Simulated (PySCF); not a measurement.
Breaking a bond: SH, doublet.

- ROKS-BLYP = restricted open-shell BLYP/cc-pVDZ (PySCF)
- UKS-M06-2X = unrestricted M06-2X/cc-pVDZ run with PySCF
- UCCSD(T) = CCSD(T) on UHF/cc-pVDZ, 5 core orbitals frozen (PySCF)
- UMP2 = MP2 on UHF/cc-pVDZ, 5 core orbitals frozen (PySCF)
- UHF/cc-pVDZ (PySCF)

Energies are in kcal/mol, each relative to the lowest point of its own curve near equilibrium.

| R / Å | ROKS-BLYP | UKS-M06-2X | UCCSD(T) | UMP2 | UHF |
|---|---|---|---|---|---|
| 1.00 | 78.1 | 75.2 | 77.0 | 75.9 | 74.4 |
| 1.07 | 44.6 | 42.0 | 43.2 | 42.3 | 41.0 |
| 1.13 | 25.5 | 23.3 | 24.1 | 23.3 | 22.3 |
| 1.22 | 8.5 | 7.1 | 7.4 | 7.0 | 6.3 |
| 1.25 | 5.2 | 4.1 | 4.3 | 3.9 | 3.4 |
| 1.32 | 0.8 | 0.4 | 0.5 | 0.3 | 0.2 |
| 1.35 | 0.1 | 0.0 | 0.0 | 0.0 | 0.0 |
| 1.39 | 0.0 | 0.3 | 0.3 | 0.4 | 0.7 |
| 1.43 | 0.7 | 1.5 | 1.3 | 1.7 | 2.1 |
| 1.49 | 2.9 | 4.4 | 4.1 | 4.8 | 5.6 |
| 1.56 | 6.7 | 9.1 | 8.6 | 9.8 | 11.1 |
| 1.66 | 13.7 | 17.4 | 16.5 | 18.6 | 20.4 |

At the longest distance, 1.66 Å, UHF lies highest above its minimum (20.4 kcal/mol) and ROKS-BLYP lowest (13.7 kcal/mol).

The scan ran from 1.00 to 5.37 Å; beyond the distances shown one of the unrestricted levels run for this scan, shown here or not, changes its spin distribution in one step.
